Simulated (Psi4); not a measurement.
# BPH6 (SMILES [BH3-][PH3+]) at wB97X-V/def2-SVPD

What is the energy change on altering one bond length of BPH6 at wB97X-V/def2-SVPD? Input form: an ASE script.

The results are computed with Psi4 1.11.

1 further run of the same task is left out (set aside as unsound or not needed).

## Step 1: The system as given

BPH6 has 8 atoms, charge 0, and is taken as a singlet. SMILES: `[BH3-][PH3+]`. The shape is that of a PBE0-D4/def2-TZVP optimisation.

Bond lengths: B1–P2 1.910 Å, B1–H3 1.209 Å, B1–H4 1.209 Å, B1–H5 1.209 Å, P2–H6 1.408 Å, P2–H7 1.409 Å, P2–H8 1.408 Å. Some angles: B1–P2–H6 118.0°, B1–P2–H7 118.1°, B1–P2–H8 118.0°, P2–B1–H3 103.8°, P2–B1–H4 103.8°, P2–B1–H5 103.8°, H6–P2–H7 99.7°, H6–P2–H8 99.7°, H7–P2–H8 99.7°, H3–B1–H4 114.5°.

## Step 2: A single-point energy at wB97X-V/def2-SVPD

bh6p.xyz reads:

```xyz
8
BH6P
B     -0.556100     0.227200    -0.914000
P      0.433900    -0.181600     0.667700
H     -1.693400     0.343100    -0.520100
H     -0.367800    -0.730200    -1.628000
H     -0.055500     1.254200    -1.309900
H      0.418800     0.755700     1.718800
H      1.823100    -0.380300     0.547100
H      0.089200    -1.345200     1.382600
```

run_ase.py reads:

```python
import numpy as np
from ase.calculators.psi4 import Psi4
from ase.io import read

atoms = read('bh6p.xyz')
calc = Psi4(atoms=atoms, method='wb97x-v', basis='def2-SVPD', memory='1600MB', num_threads=1, charge=0, multiplicity=1, label='psi4-calc')
calc.psi4.set_options({'puream': True, 'e_convergence': 1e-09, 'd_convergence': 1e-08, 'scf_type': 'pk', 'dft_radial_points': 99, 'dft_spherical_points': 590})
atoms.calc = calc

print(f'energy: {atoms.get_potential_energy():.6f} eV')
```

The run is started by

```console
$ python run_ase.py
```

psi4-calc.dat:

```text
[...]
  Running in c1 symmetry.
[...]
  Nuclear repulsion =   59.544517156228110
[...]
  Multiplicity = 1
[...]
  Nalpha       = 13
  Nbeta        = 13
[...]
    Number of basis functions: 92
[...]
   @RKS iter   1:  -369.49575186178339   -3.28946e-01   3.83283e-03 ADIIS/DIIS
[...]
   @RKS iter  10:  -369.59628012226989   -4.14957e-12   3.15190e-09 DIIS
[...]
    Orbital Energies [Eh]
    ---------------------
    Doubly Occupied:
       1A    -77.133589     2A     -6.791887     3A     -6.724088
       4A     -4.882525     5A     -4.882525     6A     -4.878437
       7A     -0.834941     8A     -0.624869     9A     -0.547870
      10A     -0.547849    11A     -0.418160    12A     -0.405202
      13A     -0.405192
[...]
  @RKS Final Energy:  -369.59628012226989
   => Energetics <=
    Nuclear Repulsion Energy =             59.5445171562281104
    One-Electron Energy =                -625.7552846016014882
    Two-Electron Energy =                 217.8920169617969691
    DFT Exchange-Correlation Energy =     -21.3833621054048031
    Empirical Dispersion Energy =           0.0000000000000000
    VV10 Nonlocal Energy =                  0.1058324667112427
    Total Energy =                       -369.5962801222698886
[...]
 Multipole Moments:
 ------------------------------------------------------------------------------------
     Multipole            Electronic (a.u.)      Nuclear  (a.u.)        Total (a.u.)
 ------------------------------------------------------------------------------------
 L = 1.  Multiply by 2.5417464519 to convert [e a0] to [Debye]
 Dipole X            :          1.1194975           -0.2562415            0.8632560
 Dipole Y            :         -0.4626525            0.1061634           -0.3564892
 Dipole Z            :          1.7876262           -0.4084037            1.3792225
 Magnitude           :                                                    1.6656981
[...]
```

The script printed:

```text
energy: -10057.227052 eV
```

Wall time 3.4 min (1 thread of Intel Xeon Platinum 8259CL at 2.50GHz (Skylake/Cascade Lake), shared host); peak memory 1 GiB.

## Step 3: The distorted shape

bh6p.xyz reads:

```xyz
8
BH6P
B     -0.706277    -0.080894    -0.795232
P      0.283723    -0.489694     0.786468
H     -1.843577     0.035006    -0.401332
H     -0.517977    -1.038294    -1.509232
H     -0.055500     1.254200    -1.309900
H      0.268623     0.447606     1.837568
H      1.672923    -0.688394     0.665868
H     -0.060977    -1.653294     1.501368
```

bh6p_ase.py reads:

```python
import numpy as np
from ase.calculators.psi4 import Psi4
from ase.io import read

mol = read('bh6p.xyz')
calc = Psi4(atoms=mol, method='wb97x-v', basis='def2-SVPD', memory='1600MB', num_threads=1, charge=0, multiplicity=1, label='psi4-calc')
calc.psi4.set_options({'puream': True, 'e_convergence': 1e-09, 'd_convergence': 1e-08, 'scf_type': 'pk', 'dft_radial_points': 99, 'dft_spherical_points': 590})
mol.calc = calc

print(f'energy: {mol.get_potential_energy():.6f} eV')
```

The run is started by

```console
$ python bh6p_ase.py
```

psi4-calc.dat:

```text
[...]
  Running in c1 symmetry.
[...]
  Nuclear repulsion =   58.646858938689455
[...]
  Multiplicity = 1
[...]
  Nalpha       = 13
  Nbeta        = 13
[...]
    Number of basis functions: 92
[...]
   @RKS iter   1:  -369.47922510997063   -4.11979e-01   3.51086e-03 ADIIS/DIIS
[...]
   @RKS iter  10:  -369.56711763811978   -7.04858e-12   4.91882e-09 DIIS
[...]
    Orbital Energies [Eh]
    ---------------------
    Doubly Occupied:
       1A    -77.138869     2A     -6.826273     3A     -6.729276
       4A     -4.887705     5A     -4.887667     6A     -4.883742
       7A     -0.839081     8A     -0.620643     9A     -0.551482
      10A     -0.550680    11A     -0.424331    12A     -0.414286
      13A     -0.370559
[...]
  @RKS Final Energy:  -369.56711763811978
   => Energetics <=
    Nuclear Repulsion Energy =             58.6468589386894550
    One-Electron Energy =                -623.8427664424876866
    Two-Electron Energy =                 216.8486472051782243
    DFT Exchange-Correlation Energy =     -21.3256056768482942
    Empirical Dispersion Energy =           0.0000000000000000
    VV10 Nonlocal Energy =                  0.1057483373485221
    Total Energy =                       -369.5671176381197824
[...]
 Multipole Moments:
 ------------------------------------------------------------------------------------
     Multipole            Electronic (a.u.)      Nuclear  (a.u.)        Total (a.u.)
 ------------------------------------------------------------------------------------
 L = 1.  Multiply by 2.5417464519 to convert [e a0] to [Debye]
 Dipole X            :          0.9047469           -0.1272756            0.7774713
 Dipole Y            :         -0.9494819            0.3707420           -0.5787399
 Dipole Z            :          2.0022906           -0.5103969            1.4918937
 Magnitude           :                                                    1.7790864
[...]
```

The script printed:

```text
energy: -10056.433500 eV
```

It took 3.3 min on 1 thread of Intel Xeon Platinum 8259CL at 2.50GHz (Skylake/Cascade Lake), shared host; peak memory 1 GiB.

## Step 4: Summary of results

Level: wB97X-V/def2-SVPD.

| quantity | value |
| --- | --- |
| first shape: total energy | -369.59628 Eh |
| first shape: dipole moment | 4.23 D |
| first shape: HOMO energy | -11.03 eV |
| first shape: LUMO energy | 1.77 eV |
| first shape: HOMO–LUMO gap | 12.79 eV |
| distorted shape: total energy | -369.56712 Eh |
| distorted shape: dipole moment | 4.52 D |
| distorted shape: HOMO energy | -10.08 eV |
| distorted shape: LUMO energy | 1.75 eV |
| distorted shape: HOMO–LUMO gap | 11.83 eV |
| energy change with the B1–H5 bond stretched from 1.209 to 1.572 Å | 0.794 eV |

What this shows: With the B1–H5 bond stretched from 1.209 to 1.572 Å the energy rises by 0.79 eV (76.6 kJ/mol). The first shape isn't relaxed at this level, so the change isn't measured from a minimum.
